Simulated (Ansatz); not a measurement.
# AlClH4O: the cost of one run

Method: RKS PBE-D4/def2-SVP, in Ansatz 0.2.0.

### Step 1. The system as given

Bond lengths: Al1–Cl2 2.580 Å, Al1–O3 1.780 Å, O3–H4 1.010 Å, Al1–H5 1.560 Å. Angles: Cl2–Al1–O3 120.0°, Cl2–Al1–H5 120.0°, O3–Al1–H5 120.0°, Al1–O3–H4 109.5°.

Coordinates:

```xyz
7

Al    0.0000    0.0000    0.0000
Cl    0.0000    0.0000    2.5800
O     1.5415    0.0000   -0.8900
H     1.8414   -0.9519   -1.0449
H    -1.3510    0.0000   -0.7800
H     0.0834    1.7631    0.5865
H     0.0710    1.5020    1.5585
```

### Step 2. A restrained relaxation towards end A

Springs on the bonds that form and break draw the guess towards this end; the thresholds are loose.

Input file input.yaml:

```yaml
crystal:
  periodic: [false, false, false]
  atoms:
    - { symbol: Al, position_ang: [0.0, 0.0, 0.0] }
    - { symbol: Cl, position_ang: [0.0, 0.0, 2.58] }
    - { symbol: O, position_ang: [1.5415, 0.0, -0.89] }
    - { symbol: H, position_ang: [1.8414, -0.9519, -1.0449] }
    - { symbol: H, position_ang: [-1.351, 0.0, -0.78] }
    - { symbol: H, position_ang: [0.0834, 1.7631, 0.5865] }
    - { symbol: H, position_ang: [0.071, 1.502, 1.5585] }
basis:
  gaussian: { orbitals: def2-SVP }
hamiltonian:
  xc: pbe
  dispersion: d4
relax:
  f_tol: 0.15
  max_steps: 25
  restrain:
    - { distance: [0, 5], at: 2.76, k: 30.0 }
    - { distance: [6, 1], at: 2.57, k: 30.0 }
    - { distance: [0, 1], at: 2.23, k: 30.0 }
    - { distance: [6, 5], at: 0.66, k: 30.0 }
```

Launch:

```bash
> ansatz run input.yaml --threads 1 --pin off --max-ram 2048MiB --backend cpu --events-out ev --progress --plain --runs-dir out
```

**Question.** How long does this run take on 1 thread of Arm Neoverse V2, shared host, and how much memory does it need?

About 21 s, with a peak of 0.13 GiB.
